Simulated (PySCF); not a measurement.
Input of a driver script around PySCF for `[PH3+][SiH2]Cl`, coordinates in Å (PBE0-D3(BJ)/def2-SVP geometry):
```
{"job": {"kind": "eom", "basis": "aug-cc-pVDZ", "nee": 0}, "charge": 1, "multiplicity": 1}
P      0.839461     0.617110    -0.436515
Si    -1.445283     0.152614    -0.421159
Cl    -2.170196     1.666798    -1.552207
H      1.650018    -0.285516     0.289271
H      1.367614     0.632148    -1.746559
H      1.124676     1.894487     0.094908
H     -1.794607     0.232164     1.014158
H     -1.519785    -1.180728    -1.057634
```

**Question.** What does the run print?

**Answer.** 
```
E(HF) = -1091.8835814119
E(MP2) = -1092.2555042746
E(CCSD) = -1092.3102542118
T1 diagnostic = 0.0115

EOM-IP-CCSD (eV)   Koopmans (eV)
  16.3986      17.1312
  16.4272      17.2328
  18.4981      19.2597
  18.6587      19.4669
  18.6743      19.5408
```

Level of theory: CCSD and EOM-CCSD/aug-cc-pVDZ in PySCF, restricted Hartree–Fock reference, 15 core orbitals frozen, non-relativistic, gas phase, PBE0-D3(BJ)/def2-SVP geometry. Each EOM-IP line stands beside −ε of the orbital with the largest one-hole amplitude.

**Question.** What correlation energies follow, and how does the T1 diagnostic stand?

**Answer.** MP2 -0.37192 Eh, CCSD -0.42667 Eh; CCSD lies 54.7 mEh below MP2. T1 = 0.0115, below the customary warning level of 0.02.

**Question.** Which orbital leads each EOM-IP root, and how large is the one-hole share of its vector?

**Answer.** 16.40 eV: HOMO, one-hole share 0.95; 16.43 eV: HOMO-1, one-hole share 0.95; 18.50 eV: HOMO-2, one-hole share 0.95; 18.66 eV: HOMO-3, one-hole share 0.95; 18.67 eV: HOMO-4, one-hole share 0.94.

Hardware: Arm Neoverse V1, one thread, shared host. Cost: 56 s.
